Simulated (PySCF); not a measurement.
Molecule: 1,1-difluoro-2-methylpropane (FC(C(C)C)F, C4H8F2).

Bonds (- single, = double, # triple, : aromatic): C1-C2, C2-C3, C2-C4, C4-F5, C4-F6. C1 carries H7, H8, H9; C2 carries H10; C3 carries H11, H12, H13; C4 carries H14.

Frames of a GFN2-xTB Langevin trajectory at 300 K; GIAO PBE0/pcSseg-1 shieldings in PySCF 2.14.0 with density-fitted response routines, gas phase, non-relativistic; equivalent atoms averaged within each frame.

Shifts are taken against calculated references (same method and geometry level): $^{13}$C (σ = 186.93 ppm), $^{1}$H (σ = 31.72 ppm) vs TMS; CFCl3 for $^{19}$F (σ = 170.95 ppm). The references are static minima.

How do the shifts (ppm) fluctuate along the trajectory?

Results:


```csv
time (fs),C4,C2,C1/C3,F5/F6,H14,H10,H7/H8/H9/H11/H12/H13
optimised geometry,124.8,37.5,16.2,-150.5,6.05,1.80,1.08
250,133.4,47.1,17.6,-130.9,7.09,4.12,1.14
425,117.5,40.4,15.3,-156.9,6.36,2.14,1.17
625,129.5,41.3,17.9,-136.6,7.50,1.52,1.23
800,128.9,35.0,21.2,-138.1,7.05,2.37,1.78
1000,122.3,32.9,16.7,-145.4,6.40,0.56,1.30
mean of frames,126.3,39.4,17.8,-141.6,6.88,2.14,1.32
standard deviation,6.3,5.6,2.2,10.0,0.49,1.31,0.26
```

5 frames give an uncertainty of the mean of about the standard deviation over 2.2 at best, since frames this close in time may not be independent; classical motion lacks zero-point vibration, and the reference would need the same averaging.
